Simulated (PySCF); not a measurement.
C₅H₉N.
SMILES with atom numbers: `[NH:1]=[C:2]1[CH2:3][CH2:4][CH2:5][CH2:6]1`

Geometry (PBE0-D3(BJ)/def2-SVP, Å), atoms numbered from 1 in this order:
```
atom  x, y, z in Å
N1     2.2992   -0.7269    0.1545
C2     1.0949   -0.3425    0.0695
C3     0.5025    1.0220    0.3897
C4    -0.9155    0.9732   -0.1791
C5    -1.3084   -0.4991   -0.0233
C6    -0.0288   -1.2488   -0.3903
H7     2.8959    0.0460    0.4686
H8     0.4705    1.1267    1.4892
H9     1.1253    1.8443    0.0059
H10   -1.6099    1.6655    0.3189
H11   -0.8986    1.2405   -1.2494
H12   -1.5732   -0.7007    1.0290
H13   -2.1759   -0.7844   -0.6360
H14    0.0546   -1.3598   -1.4861
H15    0.0674   -2.2560    0.0388
```

Probes without a nucleus sit at each ring's centroid and 1 Å off its mean plane on both sides; NICS is minus the shielding there, NICSzz its component along the normal. Level: GIAO PBE0/pcSseg-1 (PySCF, non-relativistic, gas phase) on the PBE0-D3(BJ)/def2-SVP geometry, one conformer.

Ring bond lengths (Å), with Mayer bond orders in brackets: C2–C3 1.522 (0.97), C3–C4 1.529 (1.01), C4–C5 1.532 (1.02), C5–C6 1.528 (1.02), C6–C2 1.515 (0.98).

What do the NICS probes read (ppm)?

```tsv
ring	type	NICS(0)	NICS(1), two faces	NICS(1)zz, two faces	rms pucker (Å)	centre to ring atoms, mean (Å)
C2–C3–C4–C5–C6	5-membered carbocycle; formal bonds all single	-1.7	-3.2 / -3.1	-3.1 / -2.9	0.17	1.28
```

What do they say, and how far can they be read as aromaticity?

- C2–C3–C4–C5–C6: mean NICS(1)zz -3.0 ppm, near zero. C3, C4, C5, C6 have four or more neighbours; no verdict on aromaticity is drawn.

List the ring angles and the Hirshfeld charges of the ring atoms.

- C2–C3–C4–C5–C6: C2 108.2° (+0.097 e), C3 104.7° (-0.075 e), C4 103.3° (-0.068 e), C5 103.4° (-0.068 e), C6 104.8° (-0.074 e); sum 524.4° against 540° for a flat convex ring.

How do the values depend on the level or the medium?

```
             level  NICS(0), C2–C3–C4–C5–C6  mean NICS(1)zz, C2–C3–C4–C5–C6
PBE0/pcSseg-1, gas                     -1.7                            -3.0
PBE0/pcSseg-2, gas                     -1.6                            -2.5
```

The geometry is the same throughout.

The run took 13 s of wall time on one thread of an Arm Neoverse V1 (shared host). This is the whole shielding run at PBE0/pcSseg-1, SCF included.
